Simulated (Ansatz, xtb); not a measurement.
**Relative energy of two isomers of C5H4O**

We compare X, `C=C1C=CC1=O`, a singlet, with Y, `CC#CC=C=O`, a singlet. Both are isolated molecules in the gas phase, relaxed with r2SCAN-D4/def2-SVP.

Quicker runs give these differences E(Y) − E(X): GFN2-xTB −0.133 eV; HF/STO-3G +0.289 eV (at GFN2-xTB geometries); r2SCAN-D4/def2-SVP//GFN2-xTB +0.338 eV.

Which of the two would you expect CCSD(T)/def2-SVP + ΔMP2/def2-TZVPP electronic energies to favour?

Structure X; the calculation gives E(Y) − E(X) = +0.349 eV.

Level by level:

| level | geometry | E(Y) − E(X) (eV) | departure from the last row (eV) | job, with rough time for the two |
| --- | --- | --- | --- | --- |
| GFN2-xTB | GFN2-xTB | −0.133 | −0.482 | optimisation, 0.084 s |
| HF/STO-3G | GFN2-xTB | +0.289 | −0.060 | single point, 0.24 s |
| r2SCAN-D4/def2-SVP//GFN2-xTB | GFN2-xTB | +0.338 | −0.011 | single point, 2.9 s |
| r2SCAN-D4/def2-SVP | r2SCAN-D4/def2-SVP | +0.314 | −0.035 | optimisation, 32 s |
| HF/def2-SVP | r2SCAN-D4/def2-SVP | +0.215 | −0.134 | part of the CCSD(T) run |
| MP2/def2-SVP | r2SCAN-D4/def2-SVP | +0.098 | −0.251 | part of the CCSD(T) run |
| CCSD(T)/def2-SVP | r2SCAN-D4/def2-SVP | +0.277 | −0.072 | single point |
| CCSD(T)/def2-SVP + ΔMP2/def2-TZVPP | r2SCAN-D4/def2-SVP | +0.349 |  | single point, 26 s |

As drawn, Y has 1 C≡C in place of 1 C=C, 1 C–C. Structure X has a 4-membered ring, Y no ring.

GFN2-xTB puts the two in the other order. The largest departure from CCSD(T)/def2-SVP + ΔMP2/def2-TZVPP is that of GFN2-xTB, 0.482 eV. The last row adds to CCSD(T) the change of the MP2 difference between the two basis sets, here +0.072 eV.

With harmonic frequencies from r2SCAN-D4/def2-SVP (ideal gas, rigid rotor, one conformer each, 298.15 K, 1 atm): on the last row, ΔE + ΔZPE = +0.287 eV. A mode under 50 cm⁻¹ makes harmonic enthalpies and free energies unreliable, so none is given.

The correlated steps freeze 6 core orbitals. Codes used: Ansatz 0.2.0, xtb 6.7.1; the last row on 2 threads of Arm Neoverse V2 on a shared host.
